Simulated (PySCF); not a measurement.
An unknown is described by computed data only.

Formula: CH5ClSi.

| Property | Result |
| --- | --- |
| 1H NMR | chemical shifts (computed TMS as zero) by class: 4.00 (3 H), 2.86 (2 H) ppm [GIAO PBE0/pcSseg-1] |
| Valence photoelectron | vertical ionisation energy: 10.54 eV [ΔSCF PBE0/def2-SVPD] |
| Polarisability | 56.0 au [PBE0/def2-SVPD] |
| NMR, other nuclei | isotropic shieldings of nuclei other than C and H, by class: 414 (1 Si), 907 (1 Cl) ppm [GIAO PBE0/pcSseg-1] |
| XPS | Si2p3/2 107.1, Cl2p3/2 206.1, C1s 292.0, Si1s 1846.9, Cl1s 2828.7 eV [ΔSCF SCAN, pcX-2 on the ionised atom, pcseg-1 elsewhere, spin-free X2C, 2p3/2 from a spin–orbit splitting computed afterwards within the 2p shell] |
| Rotational structure | rotational constants A, B, C: 21.729, 3.173, 2.916 GHz [PBE0-D3(BJ)/def2-SVP] |
| Triplet | lowest triplet excitation (Tamm–Dancoff): 5.96 eV [TDA PBE0/def2-SVPD] |
| Dipole | 1.74 D [PBE0/def2-SVPD] |
| UV, first state | lowest singlet excitation: 6.67 eV (186 nm, f = 0.024) [TDDFT PBE0/def2-SVPD] |
| 13C NMR | chemical shifts (computed TMS as zero) by class: 27.8 (1 C) ppm [GIAO PBE0/pcSseg-1] |

Gas-phase values; electronic properties from PySCF, density fitting. Levels stand in brackets. Isolated species at its PBE0-D3(BJ)/def2-SVP geometry, gas phase. NMR classes are plain means over equivalent atoms (diastereotopic ones count apart unless rotation or inversion swaps them), as if these changed places fast.

**Question.** Give a SMILES that accounts for the data.

**Answer.** Numbering: `[SiH3:1][CH2:2][Cl:3]`. Its formula, CH5ClSi, gives 0 degrees of unsaturation, so no ring and no π bond. The one carbon: sp3 C–Cl carbon [C2] (27.8 ppm). Hydrogen classes from least to most shielded: 3 H on an SiH3 silicon, Si1 (4.00 ppm), 2 H on an sp3 C–Cl carbon, C2 (2.86 ppm). The other shieldings belong to: 414 ppm, SiH3 silicon [Si1]; 907 ppm, alkyl chlorine [Cl3]. The core levels belong to: Si2p3/2 107.1 eV, SiH3 silicon [Si1]; Cl2p3/2 206.1 eV, alkyl chlorine [Cl3]; C1s 292.0 eV, sp3 C–Cl carbon [C2]; Si1s 1846.9 eV, SiH3 silicon [Si1]; Cl1s 2828.7 eV, alkyl chlorine [Cl3]. The first electron is taken from the HOMO, whose largest Löwdin shares are 0.62 on the alkyl chlorine, 0.19 on the sp3 C–Cl carbon and 0.11 on the SiH3 silicon. The optimised geometry has point group Cs and is an asymmetric top. Structure: `[SiH3]CCl`. Computed isomers that give other values at the same levels: `C[SiH2]Cl` (core binding energies: Si2p3/2 107.8, Cl2p3/2 205.9, C1s 290.7, Si1s 1847.6, Cl1s 2828.5 eV); `[H][Si]([H])(C)Cl` (13C chemical shifts (computed TMS as zero) by class: 0.2 (1 C) ppm). The assignments are read from this structure; whether some other isomer fits the data as well wasn't checked.
